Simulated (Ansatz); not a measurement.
A made-up structure of Si2H4S, closed shell:

```
7
angstrom
Si -0.8960 -0.1910 -0.6581
Si 0.5100 -1.6390 0.0870
S 0.8264 0.4141 0.6467
H -2.2761 -0.3268 -0.1359
H -0.8815 0.0024 -2.1271
H 0.6759 0.6819 1.9715
H 1.9538 0.9834 0.1424
```

It is relaxed with PBE-D4/def2-SVP and then PBE0-D4/def2-TZVP (Ansatz 0.2.0). Atoms count as bonded within 1.22 times the sum of their covalent radii (H–H: 0.88 Å). The end point is not checked to be a true minimum.

Task: Does its bonding change? (Judge from chemistry; the calculation decides.)

Result: The calculation gives: No: no bond forms or breaks.

Where it ends: The first stage lowers the energy by 1.72 eV in 8 steps. It ends as Si₂H₄S ([Si]1[SiH2][SH2]1):
```csv
atom,x (Å),y (Å),z (Å)
Si1,-0.8431,-0.5074,-0.6736
Si2,0.6601,-2.0559,0.1230
S3,0.8439,0.1051,0.6078
H4,-2.0686,0.0243,0.0097
H5,-0.7280,0.3401,-1.9064
H6,0.4604,0.8766,1.6887
H7,1.5879,1.1422,0.0772
```

Labels in which every atom is bracketed show which atoms are joined, not bond orders.

For scale, one of the runs: PBE0-D4/def2-TZVP relaxation, 135 basis functions, launched by `ansatz run in.yaml --threads 2 --pin off --events-out ev --progress --plain --max-ram 4352MiB`. The run took about 27 s on 2 CPU threads of an Arm Neoverse V1 (shared host).
